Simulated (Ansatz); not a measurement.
Ansatz (a first-principles code) input (CCSD(T)/6-31G):

Ansatz 0.2 input:
```yaml
crystal:
  periodic: [false, false, false]
  atoms:
    - {symbol: C, position_ang: [0.83746303, 0.09481319, -0.96445335]}
    - {symbol: C, position_ang: [2.06324952, -0.14829068, -0.16658330]}
    - {symbol: C, position_ang: [-0.30755877, 0.79786484, -0.41307968]}
    - {symbol: H, position_ang: [0.69344615, -0.46401561, -1.88145465]}
    - {symbol: H, position_ang: [1.94948445, -1.04538672, 0.45855498]}
    - {symbol: Cl, position_ang: [-1.31412795, -0.35650860, 0.69872479]}
    - {symbol: H, position_ang: [2.93376401, -0.31325886, -0.80354423]}
    - {symbol: H, position_ang: [2.27462115, 0.68230351, 0.51113460]}
    - {symbol: H, position_ang: [-0.04196665, 1.61086036, 0.25712555]}
    - {symbol: H, position_ang: [-1.02809680, 1.12381954, -1.15543980]}
basis:
  gaussian:
    orbitals: 6-31G
magnetization: {spin_polarized: true, initial_magnetization: 1}
correlation: {method: ccsd_t, electrons: outside_noble_gas}
```

Output:

```
Functional definition: HF
integrals: 0.04 GiB planned
713 factors; integrals over basis functions are off by at most 2.2e-4 eV
mean field: 0.16 GiB planned
mean field evaluation 1: about -15684.9532 eV, gradient 1.4e1 eV
mean field evaluation 2: about -15684.9523 eV, gradient 1.4e1 eV
mean field evaluation 4: about -15686.6571 eV, gradient 2.0e0 eV
mean field evaluation 8: about -15686.7259 eV, gradient 8.0e-4 eV
mean field evaluation 16: about -15686.6607 eV, gradient 2.0e0 eV
mean field evaluation 32: about -15686.7255 eV, gradient 4.9e-5 eV
mean field -15686.72546037 eV, -576.4765278241 hartree, gradient 1.7e-6 eV, S^2 0.775112; 1 other end points of the search recorded, 0 dependent functions left out
8 core orbitals not correlated
reference -15686.72546037 eV, -576.4765278241 hartree; 13, 12 occupied and 31, 32 virtual orbitals, 713 factors
second order -7.98171265 eV of doubles, -0.00000000 eV of singles
coupled cluster: 0.18 GiB planned
cycle   1  -8.77996058 eV  change   -8.0e-1 eV  update   7.8e-2
cycle   2  -9.14152409 eV  change   -3.6e-1 eV  update   2.8e-2
cycle   3  -9.21991938 eV  change   -7.8e-2 eV  update   1.2e-2
cycle   4  -9.22430342 eV  change   -4.4e-3 eV  update   4.7e-3
cycle   5  -9.22403798 eV  change    2.7e-4 eV  update   2.0e-3
cycle   6  -9.22431475 eV  change   -2.8e-4 eV  update   8.0e-4
cycle   7  -9.22440923 eV  change   -9.4e-5 eV  update   3.7e-4
cycle   8  -9.22441627 eV  change   -7.0e-6 eV  update   1.4e-4
cycle   9  -9.22441576 eV  change    5.1e-7 eV  update   5.6e-5
cycle  10  -9.22440580 eV  change    1.0e-5 eV  update   1.8e-5
perturbative correction -0.20845022 eV, -0.0076604042 hartree
Total energy: -15696.15831638 eV, -576.8231788889 hartree
```

It need not be the lowest isomer of its formula.
